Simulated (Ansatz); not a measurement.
## Ansatz (development build ahead of 0.2.0) run

```yaml
crystal:
  periodic: [false, false, false]
  atoms:
    - { symbol: C, position_ang: [0.0, 0.0, 0.0] }
    - { symbol: O, position_ang: [0.0, 0.0, 1.4] }
basis:
  gaussian: { orbitals: def2-SVP }
total_charge: 1
magnetization:
  initial_magnetization: 1
hamiltonian:
  xc: hf
correlation:
  method: mp2
  frozen_orbitals: { C: 1, O: 1 }
output:
  forces: true
```

The input is written out in the form of the current development build from the run's settings. Correlation on restricted open-shell orbitals is semicanonical, with singles.

Output:

```json
{
  "Converged": "yes",
  "Reference energy": "-112.05673 hartree",
  "Correlation energy": "-0.23451 hartree",
  "Total energy": "-112.29123 hartree",
  "Spin squared of the determinant": "0.750",
  "Stability test": "minimum among restricted orbitals"
}
```

Forces (eV/Å):
```
atom     Fx     Fy      Fz
  C1  0.000  0.000   6.845
  O2  0.000  0.000  -6.845
```

Caution: bonds are stretched, where a single reference can fail.
